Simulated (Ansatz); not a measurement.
in.yaml

```yaml
crystal:
  periodic: [false, false, false]
  atoms:
    - {symbol: Al, position_ang: [-1.815632, 0.000000, 0.000000]}
    - {symbol: H, position_ang: [-2.608556, 1.373384, 0.000000]}
    - {symbol: H, position_ang: [-2.608556, -1.373384, 0.000000]}
    - {symbol: H, position_ang: [0.061368, 0.000000, 0.000000]}
    - {symbol: Cl, position_ang: [1.528368, 0.000000, 0.000000]}
basis:
  gaussian: {orbitals: cc-pVDZ}
magnetization: {spin_polarized: false, initial_magnetization: 1}
correlation: {method: ccsd_t, electrons: outside_noble_gas, diis_vectors: 1}
scf: {omitted_lower_state_checks: [cluster_reference]}
```

```sh
$ ansatz run in.yaml --threads 1 --pin off --events-out ev --progress --plain --max-ram 2393MiB
```

The program prints:

```
these checks for a lower state are left out or cut short: cluster_reference
504 factors; integrals over basis functions are off by at most 1.3e-3 eV
mean field evaluation 1: about -19131.0290 eV, gradient 1.3e1 eV
mean field evaluation 2: about -19131.0303 eV, gradient 1.3e1 eV
mean field evaluation 4: about -19132.0785 eV, gradient 1.3e0 eV
mean field evaluation 8: about -19132.0932 eV, gradient 7.0e-4 eV
mean field -19132.09315031 eV, -703.0914550755 hartree, gradient 1.8e-6 eV, S^2 0.750000; 0 other end points of the search recorded, 0 dependent functions left out
10 core orbitals not correlated: weight in the atoms' cores, before any rotation towards them, 1.000 or more for the frozen orbitals, at most 0.000 for the correlated occupied ones
reference -19132.09315031 eV, -703.0914550755 hartree; 7, 6 occupied and 34, 35 virtual orbitals, 504 factors
second order -5.81149694 eV of doubles, -0.05945752 eV of singles
cycle   1  -6.54322968 eV  change   -6.7e-1 eV  update   6.1e-2
cycle   2  -6.78010990 eV  change   -2.4e-1 eV  update   2.3e-2
cycle   3  -6.80041664 eV  change   -2.0e-2 eV  update   9.1e-3
cycle   4  -6.80220618 eV  change   -1.8e-3 eV  update   3.7e-3
cycle   5  -6.80085208 eV  change    1.4e-3 eV  update   1.9e-3
cycle   6  -6.80146607 eV  change   -6.1e-4 eV  update   9.2e-4
cycle   7  -6.80158148 eV  change   -1.2e-4 eV  update   5.4e-4
cycle   8  -6.80187998 eV  change   -3.0e-4 eV  update   3.1e-4
cycle   9  -6.80198435 eV  change   -1.0e-4 eV  update   1.8e-4
cycle  10  -6.80207280 eV  change   -8.8e-5 eV  update   1.0e-4
cycle  11  -6.80210238 eV  change   -3.0e-5 eV  update   6.0e-5
cycle  12  -6.80213145 eV  change   -2.9e-5 eV  update   3.7e-5
cycle  13  -6.80214668 eV  change   -1.5e-5 eV  update   2.3e-5
cycle  14  -6.80215612 eV  change   -9.4e-6 eV  update   1.4e-5
cycle  15  -6.80216024 eV  change   -4.1e-6 eV  update   8.4e-6
perturbative correction -0.12321629 eV, -0.0045281150 hartree
Total energy: -19139.01852684 eV, -703.3459579685 hartree
Checks for a lower state left out: cluster_reference
```

Ran on 1 thread of Arm Neoverse V1, shared host: 1.4 s wall, 0.18 GiB peak host memory.
